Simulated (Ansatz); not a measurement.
Species: C₅H₅N, SMILES `c1ccncc1` (charge 0, multiplicity 1), formula C5H5N.

Q: How many basis functions does frozen-core CCSD(T)/cc-pVTZ // PBE0-D3(BJ)/def2-SVP (Ansatz, an electronic-structure program) use, how many core orbitals are frozen, and how many electrons are correlated?

A: 250 basis functions and 6 frozen orbitals, which leaves 30 correlated electrons. Core time is of the order of minutes.
